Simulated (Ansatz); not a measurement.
Input file:

```yaml
crystal:
  periodic: [false, false, false]
  atoms:
    - {symbol: B, position_ang: [0.000000, 0.000000, 0.000000]}
    - {symbol: H, position_ang: [0.000000, 0.000000, 0.977000]}
basis:
  gaussian: {orbitals: 6-31G}
total_charge: -1
magnetization: {spin_polarized: false, initial_magnetization: 4}
correlation: {method: ccsdt, electrons: outside_noble_gas}
accuracy: high
scf: {lower_state_search: full}
output: {forces: true}
```

```sh
$ ansatz run in.yaml --threads 1 --pin off --events-out ev --progress --plain --max-ram 2393MiB
```

Question: One thing in this input was set wrong on purpose, beside settings that are merely unusual. What is the gravest fault, and what does the program do?

Answer: Multiplicity of wrong parity. How the run ends: refused.
```
Error: a molecule whose nuclei and cores have a total charge of 6 cannot have a net charge of -1 together with 4 unpaired electrons
```
